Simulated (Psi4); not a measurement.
**r2SCAN/def2-TZVPP run of PHF2 (difluorophosphine)**

Aim: the vertical ionisation energy of PHF2 (difluorophosphine) at r2SCAN/def2-TZVPP, from 2 runs. 

The calculation is run with Psi4 1.11.

1 further run of the same task is left out (set aside as unsound or not needed).

**1. Starting point**

The species is PHF2 (4 atoms), meant as a singlet with charge 0. As SMILES, `FPF`. Geometry: relaxed at GFN2-xTB.

Bond lengths: F1–P2 1.617 Å, P2–F3 1.617 Å, P2–H4 1.418 Å. Angles: F1–P2–F3 94.7°, F1–P2–H4 92.6°, F3–P2–H4 92.6°.

**2. Energy and gradient at r2SCAN/def2-TZVPP**

The input, input.inp:

```
memory 1600 MB

molecule {
  0 1
  F
  P 1 1.616743
  F 2 1.616712 1 94.74837
  H 2 1.418362 3 92.61156 1 92.79116
  symmetry c1
}

set globals {
  basis                def2-TZVPP
  puream               true
  e_convergence        1e-09
  d_convergence        1e-08
  scf_type             pk
  dft_radial_points    99
  dft_spherical_points 590
}

E, wfn = gradient('r2scan', return_wfn=True)
oeprop(wfn, 'MULLIKEN_CHARGES', 'QUADRUPOLE', 'DIPOLE', title='R2SCAN')
print_variables()
```

Command:

```console
$ psi4 input.inp input.out -n 1
```

input.out, shortened:

```text
[...]
  Running in c1 symmetry.
[...]
  Nuclear repulsion =  116.320287340237300
[...]
  Multiplicity = 1
[...]
  Nalpha       = 17
  Nbeta        = 17
[...]
    Number of basis functions: 118
[...]
   @RKS iter   1:  -541.60827526425112   -2.49464e-01   4.52632e-03 DIIS/ADIIS
[...]
   @RKS iter  11:  -541.67936641658673   -3.41061e-13   2.03043e-09 DIIS
[...]
    Orbital Energies [Eh]
    ---------------------
    Doubly Occupied:
       1A    -76.862965     2A    -24.504517     3A    -24.504474
       4A     -6.564010     5A     -4.711108     6A     -4.708528
       7A     -4.701574     8A     -1.191659     9A     -1.159670
      10A     -0.621164    11A     -0.489167    12A     -0.475959
      13A     -0.446462    14A     -0.401367    15A     -0.386760
      16A     -0.383809    17A     -0.265349
[...]
  @RKS Final Energy:  -541.67936641658673
   => Energetics <=
    Nuclear Repulsion Energy =            116.3202873402373001
    One-Electron Energy =                -982.7745048737621119
    Two-Electron Energy =                 369.2763941524889333
    DFT Exchange-Correlation Energy =     -44.5015430355508244
    Empirical Dispersion Energy =           0.0000000000000000
    VV10 Nonlocal Energy =                  0.0000000000000000
    Total Energy =                       -541.6793664165867312
[...]
  -Total Gradient:
     Atom            X                  Y                   Z
    ------   -----------------  -----------------  -----------------
       1       -0.004773778764    -0.007671865355    -0.010860581636
       2        0.004171410864     0.024753181806     0.022832805598
       3       -0.004711822666    -0.011481673345    -0.006751519338
       4        0.005427287095    -0.005650528858    -0.005267338965
[...]
 Multipole Moments:
 ------------------------------------------------------------------------------------
     Multipole            Electronic (a.u.)      Nuclear  (a.u.)        Total (a.u.)
 ------------------------------------------------------------------------------------
 L = 1.  Multiply by 2.5417464519 to convert [e a0] to [Debye]
 Dipole X            :          1.1546540           -1.3648141           -0.2101601
 Dipole Y            :         -0.3491219            0.7698549            0.4207330
 Dipole Z            :         -0.3201016            0.7074877            0.3873860
 Magnitude           :                                                    0.6093041
 L = 2.  Multiply by 1.3450342976 to convert [e a0^2] to [Debye ang]
 Quadrupole XX       :        -23.6206698            6.9966049          -16.6240649
 Quadrupole XY       :          1.9680171           -2.5302033           -0.5621862
[...]
  Mulliken Charges: (a.u.)
   Center  Symbol    Alpha    Beta     Spin     Total
       1     F     4.63882  4.63882  0.00000 -0.27764
       2     P     7.21791  7.21791  0.00000  0.56418
       3     F     4.63880  4.63880  0.00000 -0.27759
       4     H     0.50447  0.50447  0.00000 -0.00895
   Total alpha = 17.00000, Total beta = 17.00000, Total charge = -0.00000
  Variable Map:
  ----------------------------------------------------------------------------
  "CURRENT ENERGY"              =>    -541.679366416587
  "CURRENT REFERENCE ENERGY"    =>    -541.679366416587
[...]
```

Wall time 72 s (1 thread of Intel Xeon at 2.70GHz, shared host); peak memory 0.71 GiB.

**3. The doublet cation**

The input, input.dat:

```
memory 1600 mb

molecule geom {
  1 2
  F      2.26899416     1.14116781    -0.46118766
  P     -0.03930630    -0.81828921    -0.86927402
  F     -2.22451000     1.25757494    -0.36970602
  H     -0.00517785    -1.58045355     1.70016770
  units bohr
  symmetry c1
  no_reorient
  no_com
}

set basis def2-TZVPP
set reference uks
set puream true
set e_convergence 1e-09
set d_convergence 1e-08
set scf_type pk
set dft_radial_points 99
set dft_spherical_points 590
set maxiter 200

e, wfn = gradient('r2scan', return_wfn=True)
oeprop(wfn, 'WIBERG_LOWDIN_INDICES', 'QUADRUPOLE', 'DIPOLE', title='R2SCAN')
print_variables()
```

Command:

```console
$ psi4 input.dat output.dat -n 1
```

output.dat, shortened:

```text
[...]
  Running in c1 symmetry.
[...]
  Nuclear repulsion =  116.320293543093484
[...]
  Multiplicity = 2
[...]
  Nalpha       = 17
  Nbeta        = 16
[...]
    Number of basis functions: 118
[...]
   @UKS iter   1:  -541.21015456776320    1.48655e-01   4.03651e-03 ADIIS/DIIS
[...]
   @UKS iter  13:  -541.27897996688500   -5.34328e-12   8.01318e-09 DIIS
[...]
   @S^2 Observed:                7.573719364E-01
[...]
  @UKS Final Energy:  -541.27897996688500
   => Energetics <=
    Nuclear Repulsion Energy =            116.3202935430934843
    One-Electron Energy =                -972.1519450955775028
    Two-Electron Energy =                 358.6745388956932175
    DFT Exchange-Correlation Energy =     -44.1218673100941885
    Empirical Dispersion Energy =           0.0000000000000000
    VV10 Nonlocal Energy =                  0.0000000000000000
    Total Energy =                       -541.2789799668850037
[...]
  -Total Gradient:
     Atom            X                  Y                   Z
    ------   -----------------  -----------------  -----------------
       1        0.029779737741     0.044793662291     0.024410896174
       2       -0.003920700051    -0.116080029413    -0.043979011754
       3       -0.026411992151     0.046284598806     0.025523228420
       4        0.000548978521     0.024947499334    -0.006074280426
[...]
 Multipole Moments:
 ------------------------------------------------------------------------------------
     Multipole            Electronic (a.u.)      Nuclear  (a.u.)        Total (a.u.)
 ------------------------------------------------------------------------------------
 L = 1.  Multiply by 2.5417464519 to convert [e a0] to [Debye]
 Dipole X            :          0.1499800           -0.1944149           -0.0444349
 Dipole Y            :         -8.9735493            7.7338931           -1.2396562
 Dipole Z            :         18.2245760          -18.8169857           -0.5924097
 Magnitude           :                                                    1.3746532
 L = 2.  Multiply by 1.3450342976 to convert [e a0^2] to [Debye ang]
 Quadrupole XX       :       -105.4622228           90.8942147          -14.5680081
 Quadrupole XY       :          1.4329572           -1.3830222            0.0499350
[...]
```

Wall time 2.4 min (1 thread of Intel Xeon at 2.70GHz, shared host); peak memory 0.71 GiB.

**4. Outcome**

Level: r2SCAN/def2-TZVPP.

| quantity | value |
| --- | --- |
| singlet PHF2: total energy | -541.67937 Eh |
| singlet PHF2: dipole moment | 1.55 D |
| singlet PHF2: HOMO energy | -7.22 eV |
| singlet PHF2: LUMO energy | -1.65 eV |
| singlet PHF2: HOMO–LUMO gap | 5.57 eV |
| singlet PHF2: largest force on an atom | 1.745 eV/Å |
| doublet cation: total energy | -541.27898 Eh |
| doublet cation: HOMO energy (highest over α and β) | -16.60 eV |
| doublet cation: LUMO energy (lowest over α and β) | -14.41 eV |
| doublet cation: ⟨S²⟩ | 0.757 |
| doublet cation: largest force on an atom | 6.386 eV/Å |
| vertical ionisation energy (to the doublet cation) | 10.895 eV |

In words: The vertical ionisation energy comes to 10.90 eV (251 kcal/mol). The largest force (singlet PHF2) is 1.74 eV/Å: the shape isn't a stationary point for this species at this level. The negative HOMO energy of the first species, 7.22 eV, lies 3.67 eV below that difference. Mulliken charges (singlet PHF2) run from -0.28 on F1 to +0.56 on P2.
